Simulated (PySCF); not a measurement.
Isomers of C4H12N2. Method used: TDDFT CAM-B3LYP/def2-SVPD, vertical, gas phase, core orbitals frozen in the response in PySCF 2.14.0, density-fitted response routines. Geometries: GFN2-xTB; one conformer of each isolated species. Triplets are in the Tamm–Dancoff approximation.

A. `C(NN(C)C)C`
B. `CC(C)(C)NN`
C. `CC(C)CNN`
D. `CCCNNC`

Lowest singlet levels (six at most, fewer where fewer were computed) with oscillator strengths:

1. 6.25 eV (f 0.023); 6.41 eV (f 0.010); 7.15 eV (f 0.006); 7.26 eV (f 0.022); 7.31 eV (f 0.013); 7.43 eV (f 0.047); T1 6.01 eV
2. 6.02 eV (f 0.012); 6.81 eV (f 0.026); 7.16 eV (f 0.002); 7.27 eV (f 0.043); 7.55 eV (f 0.027); 7.97 eV (f 0.011); T1 5.73 eV
3. 6.24 eV (f 0.002); 6.43 eV (f 0.014); 6.97 eV (f 0.013); 7.10 eV (f 0.013); 7.21 eV (f 0.006); 7.35 eV (f 0.010); T1 6.00 eV
4. 6.23 eV (f 0.007); 6.73 eV (f 0.019); 7.01 eV (f 0.009); 7.47 eV (f 0.025); 7.61 eV (f 0.006); 7.74 eV (f 0.010); T1 6.02 eV

**Question.** Match each spectrum to its molecule.

**Answer.** 1 = A, 2 = C, 3 = D, 4 = B.
- A: S1 at 6.25 eV, HOMO→LUMO (78%), HOMO-1→LUMO (9%); Löwdin shares by element: HOMO nitrogen 66%, carbon 15% or more (atoms not listed hold the other 20%); LUMO carbon 45% (atoms not listed hold the other 55%); HOMO -7.81 and LUMO 1.36 eV.
- B: S1 at 6.23 eV, HOMO→LUMO (81%), HOMO→LUMO+3 (11%); Löwdin shares by element: HOMO nitrogen 72%, carbon 14% or more; LUMO carbon 36% or more, hydrogen 7% or more (atoms not listed hold the other 57%); HOMO -7.97 and LUMO 1.19 eV.
- C: S1 at 6.02 eV, HOMO→LUMO (66%), HOMO→LUMO+1 (27%); Löwdin shares by element: HOMO nitrogen 71%, carbon 8% or more, hydrogen 6% or more (atoms not listed hold the other 15%); LUMO carbon 24% or more, hydrogen 19% or more (atoms not listed hold the other 57%); HOMO -7.95 and LUMO 1.39 eV.
- D: S1 at 6.24 eV, HOMO→LUMO (53%), HOMO→LUMO+1 (20%), HOMO-1→LUMO (9%); Löwdin shares by element: HOMO nitrogen 68%, carbon 14% or more (atoms not listed hold the other 18%); LUMO carbon 47% (atoms not listed hold the other 53%); HOMO -7.96 and LUMO 1.31 eV.
A and B have S1 within 0.02 eV of each other; their strongest listed levels stand at 7.43 eV (f 0.047) and 7.47 eV (f 0.025).
A and D have S1 within 0.02 eV of each other; their strongest listed levels stand at 7.43 eV (f 0.047) and 6.43 eV (f 0.014).
B and D have S1 within 0.01 eV of each other; their strongest listed levels stand at 7.47 eV (f 0.025) and 6.43 eV (f 0.014).
